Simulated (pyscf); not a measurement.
PySCF, gas phase, ωB97X-D3(BJ)/def2-SVP geometries.

Problem. HO–Si(OH)(F)–F + NH₃ -> H₂O + H₂N–Si(OH)(F)–F
Surface: singlet. Broken: O–Si, H–N. Formed: H–O, N–Si. Give ΔE‡ and ΔE from ωB97M-D3(BJ)/def2-TZVP, relative to the separated reactants.

Solution. ΔE‡ = 23.6 kcal/mol, ΔE = +9.9 kcal/mol. Zero-point energy shifts the barrier by +1.2 kcal/mol. It is a four-centre exchange, with an imaginary mode of 1193i cm⁻¹. On the reactant side the descent ends in an adduct with a N–Si contact, 13.1 kcal/mol under the separated species and 36.0 kcal/mol under the saddle at ωB97X-D3(BJ)/def2-TZVP. On the product side the descent ends in a complex, 5.3 kcal/mol under the separated species and 18.7 kcal/mol under the saddle at ωB97X-D3(BJ)/def2-TZVP. What is counted as formed (N–Si) is already present as a longer contact in the reactant adduct; forming that adduct is a step of its own. One saddle was located; it need not be the lowest between these sides.
